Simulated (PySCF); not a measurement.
Compound: C4H12Si.
SMILES with atom numbers: `[CH3:1][Si:2]([CH3:3])([CH3:4])[CH3:5]` (hydrogens: H6, H7, H8 on C1; H9, H10, H11 on C3; H12, H13, H14 on C4; H15, H16, H17 on C5)

The same species was optimised twice, with GFN2-xTB and with PBE0-D3(BJ)/def2-SVP (PySCF), and the same property calculations (PySCF, gas phase) were run on both structures.

```csv
coordinate,GFN2-xTB,PBE0-D3(BJ)/def2-SVP,change
Si2–C5 (Å),1.909,1.884,-0.025
Si2–C3 (Å),1.909,1.884,-0.025
C1–Si2 (Å),1.909,1.884,-0.025
Si2–C4 (Å),1.909,1.884,-0.025
C3–H10 (Å),1.086,1.102,+0.016
C5–H16 (Å),1.086,1.102,+0.016
C4–H12 (Å),1.086,1.102,+0.016
C3–H11 (Å),1.086,1.102,+0.016
C1–H6 (Å),1.086,1.102,+0.016
C5–H17 (Å),1.086,1.102,+0.016
C4–H14 (Å),1.086,1.102,+0.016
C3–H9 (Å),1.086,1.102,+0.016
C1–H8 (Å),1.086,1.102,+0.016
C5–H15 (Å),1.086,1.102,+0.016
C4–H13 (Å),1.086,1.102,+0.016
C1–H7 (Å),1.086,1.102,+0.016
Si2–C4–H14 (°),111.3,111.0,-0.3
H12–C4–H14 (°),107.4,107.7,+0.3
Si2–C3–H10 (°),111.4,111.1,-0.3
H15–C5–H17 (°),107.5,107.7,+0.2
H12–C4–H13 (°),107.5,107.8,+0.3
H6–C1–H8 (°),107.5,107.7,+0.2
Si2–C5–H16 (°),111.4,111.1,-0.3
H15–C5–H16 (°),107.5,107.8,+0.3
```

Rotational constants: A = 3017, B = 3012, C = 3011 MHz (GFN2-xTB) against A = 3082, B = 3079, C = 3077 MHz (PBE0-D3(BJ)/def2-SVP). Point groups within 0.08 Å: Td and Td.

On the GFN2-xTB structure: HOMO (eV) -8.36 [PBE0/pcSseg-1]; LUMO (eV) 1.16 [PBE0/pcSseg-1]; GIAO shielding of C1/C3/C4/C5 (mean) (ppm) 186.9 [PBE0/pcSseg-1]; GIAO shielding of Si2 (ppm) 349.2 [PBE0/pcSseg-1].

Task: What do these properties become on the PBE0-D3(BJ)/def2-SVP structure?

Result: 
| property | level | on GFN2-xTB | on PBE0-D3(BJ)/def2-SVP | change |
| --- | --- | --- | --- | --- |
| HOMO (eV) | PBE0/pcSseg-1 | -8.36 | -8.36 | 0.00 |
| LUMO (eV) | PBE0/pcSseg-1 | 1.16 | 1.09 | -0.07 |
| energy, GFN2-xTB geometry as zero (kcal/mol) | PBE0/pcSseg-1 | 0.0 | -1.1 | -1.1 |
| GIAO shielding of C1/C3/C4/C5 (mean) (ppm) | PBE0/pcSseg-1 | 186.9 | 184.4 | -2.5 |
| GIAO shielding of Si2 (ppm) | PBE0/pcSseg-1 | 349.2 | 352.0 | +2.8 |

The heavy atoms differ by 0.022 Å rms after alignment. Among all bonds C1–Si2, Si2–C3, Si2–C4 and Si2–C5 change most and about equally (-0.025 Å). Changes are differences of the printed values. Neither structure is proved a minimum here.
